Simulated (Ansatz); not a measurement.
Reaction (SMILES): Cl (HCl) → Cl atom + H atom
B3LYP-D3(BJ)/def2-TZVP geometries, fixed; electronic energies without zero-point terms.

How fast the bond dissociation energy converges with the basis for several methods (Ansatz, a first-principles code): deviation from each method's own reference, in kcal/mol. References: B2PLYP 105.73 kcal/mol, the value in aug-cc-pV(5+d)Z; CCSD(T) 107.48 kcal/mol, Hartree-Fock in aug-cc-pV(5+d)Z plus the correlation part extrapolated as X^-3 from aug-cc-pV(Q+d)Z and aug-cc-pV(5+d)Z; HF 77.02 kcal/mol, the value in aug-cc-pV(5+d)Z; MP2 108.40 kcal/mol, Hartree-Fock in aug-cc-pV(5+d)Z plus the correlation part extrapolated as X^-3 from aug-cc-pV(Q+d)Z and aug-cc-pV(5+d)Z; PBE 106.57 kcal/mol, the value in aug-cc-pV(5+d)Z; PBE0 105.09 kcal/mol, the value in aug-cc-pV(5+d)Z. Cartesian d functions, on some or all atoms, in 6-311+G**; all else is spherical. In correlated methods cores are frozen. Open shells are unrestricted. No added dispersion term, no relativity. 

```tsv
basis	functions	B2PLYP	CCSD(T)	HF	MP2	PBE	PBE0
3-21G	15	-20.12	-29.79	-16.40	(withheld)	-12.99	-14.44
pcseg-1	23	-5.46	-9.66	-1.84	(withheld)	-3.12	-2.87
cc-pV(D+d)Z	28	-4.28	-8.27	-1.18	(withheld)	-1.87	-1.74
6-311+G**	37	-3.74	-7.17	-1.01	(withheld)	-1.72	-1.71
aug-cc-pV(D+d)Z	41	-2.41	-5.65	-0.27	(withheld)	-0.68	-0.63
6-311++G(2d,2p)	45	-1.86	-5.27	-0.05	(withheld)	-0.16	-0.16
aug-pcseg-2	73	-0.76	-2.29	-0.04	(withheld)	-0.17	-0.13
def2-QZVPPD	112	-0.26	-1.06	-0.02	(withheld)	-0.03	-0.03
```

Fill in the missing entries.


- 3-21G, MP2: -33.39
- pcseg-1, MP2: -10.90
- cc-pV(D+d)Z, MP2: -9.61
- 6-311+G**, MP2: -8.87
- aug-cc-pV(D+d)Z, MP2: -6.68
- 6-311++G(2d,2p), MP2: -6.13
- aug-pcseg-2, MP2: -2.76
- def2-QZVPPD, MP2: -1.38

Mean absolute deviation over 6-311+G**, 6-311++G(2d,2p), aug-pcseg-2: HF 0.37, PBE0 0.67, PBE 0.69, B2PLYP 2.12, CCSD(T) 4.91, MP2 5.92 kcal/mol.
